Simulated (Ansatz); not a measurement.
## Zinc-blende CdSe: LA phonon frequency at X by level of theory

No measured value is used here.

| level (code) | value (cm⁻¹) | cell (Å³/atom) |
|---|---|---|
| LDA (Ansatz) | ? | 27.10 |
| PBE (Ansatz) | 133 | 29.73 |
| r²SCAN (Ansatz) | 139 | 28.84 |
| B3LYP (VWN-RPA form) (Ansatz) | 135 | 30.34 |
| HSE06 (Ansatz) | 140 | 28.99 |

Question: Some entries are withheld; supply them.

Answer: 
- LDA (Ansatz, an electronic-structure program), value (cm⁻¹): 144

Each level is taken at its own relaxed cell. Cutoffs and k meshes differ between the levels. Ansatz's density-functional and Hartree–Fock values are scalar-relativistic unless marked +SOC, with PAW data made under PBE.
